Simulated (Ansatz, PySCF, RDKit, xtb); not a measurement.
**Solving CHBF+, step by step**

Given the formula CHBF+ (charge +1) and nothing else, which arrangement of the atoms is the most stable in the gas at 298.15 K, and what are its properties?

Plan: many cheap relaxations first (GFN2-xTB), then density-functional screening, relaxation at r2SCAN-D4/def2-SVP, vibrations and a final energy. The numbers are computed, not measured.

7 further runs of the same task are left out: 7 set aside as unsound or not needed.

**1. Drawing up candidates**

All bonding patterns within simple valence rules are listed by program: one Lewis structure each, at most two rings and one unusual centre or charged pair. O–O, O–halogen and N–halogen bonds and N–N–N chains are not drawn. That gives 3 candidates.

| label | SMILES | spin |
| --- | --- | --- |
| c118 | [B+]=CF | singlet |
| c288 | B=[C+]F | singlet |
| c502 | [CH+]=BF | singlet |

Candidates are built by distance geometry, with a force field where one applies, in up to four conformers (letters a to d). 10 starts with atoms placed at random are added, to find patterns that the rules miss.

**Question.** With final energies at CCSD(T)/def2-TZVPP, which structure will this search put lowest in free energy, and by what margin?

| quantity | value |
| --- | --- |
| lowest structure found | [CH+]=BF, triplet, C∞v |
| next finalist | [CH+]=BF, singlet, 26.9 kcal/mol higher in G |
| share at equilibrium, among the finalists | 100.0 % |
| harmonic wavenumbers, lowest and highest (r2SCAN-D4/def2-SVP) | 299 and 3287 cm⁻¹ |
| rotational constants, same geometry | 0.2813 cm⁻¹ |
| HOMO energy (highest over α and β) (PBE0/def2-TZVPD) | -16.53 eV |
| LUMO energy (lowest over α and β) (PBE0/def2-TZVPD) | -11.30 eV |
| lowest excitation (TD-B3LYP/def2-SVPD) | 6.85 eV (f = 0.000) |
| vertical ionisation energy (to the doublet ion of charge +2) | 19.66 eV |
| vertical recombination energy (electron added) | 8.83 eV |
| vertical singlet less triplet | +1.60 eV |

The search ends on `[CH+]=BF`. The margin of 26.9 kcal/mol over the next finalist is beyond the usual error of the last level; it says nothing of structures that weren't ranked. r2SCAN-D4/def2-SVP, r2SCAN-D4/def2-SVP, relaxed, HF/def2-TZVPP and MP2/def2-TZVPP already put its bonding pattern lowest among the structures in one piece. The closed-shell singlet of the same pattern is poorly described by one determinant, so the gap to it is too large. The stability test raises a flag; for an open shell a flag towards a general spinor solution can be the free rotation of the spin. Lowest found is not proven lowest: the search is finite, and each finalist counts with one conformer.
